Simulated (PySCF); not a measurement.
**CO, PBE0: how much the basis matters**

PySCF, UKS reference; singlet, unpaired electrons none; De to C + O without counterpoise correction.

| basis | relativity | functions | Re (Å) | ωe (cm⁻¹) | De (eV) | μ (D) |
| --- | --- | --- | --- | --- | --- | --- |
| 6-31G(d,p) | no relativity | 28 | 1.135 | 2243 | 10.98 | 0.06 |
| jorge-DZP-DKH | spin-free X2C | 30 | 1.138 | 2218 | 10.70 | 0.11 |
| 6-311G(d,p) | no relativity | 36 | 1.125 | 2248 | 11.02 | 0.13 |
| aug-pcseg-1 | no relativity | 46 | 1.130 | 2243 | 11.05 | 0.11 |
| cc-pVTZ | no relativity | 60 | 1.125 | 2237 | 11.07 | 0.14 |
| def2-TZVP | no relativity | 62 | 1.123 | 2240 | 11.08 | 0.13 |
| def2-TZVPPD | no relativity | 77 | 1.123 | 2238 | 11.06 | 0.12 |

How does each smaller set differ from the one with most functions, def2-TZVPPD?

6-31G(d,p): +1.2 pm, +0.2 % in ωe, -0.08 eV in De; jorge-DZP-DKH: +1.5 pm, -0.9 % in ωe, -0.36 eV in De; 6-311G(d,p): +0.2 pm, +0.4 % in ωe, -0.04 eV in De; aug-pcseg-1: +0.7 pm, +0.2 % in ωe, -0.01 eV in De; cc-pVTZ: +0.2 pm, -0.0 % in ωe, +0.01 eV in De; def2-TZVP: +0.0 pm, +0.1 % in ωe, +0.02 eV in De. All at PBE0; the set with most functions is neither the basis-set limit nor always the best. The rows treat relativity differently, so the differences are not basis effects alone.

A positive dipole means C(−)O(+).
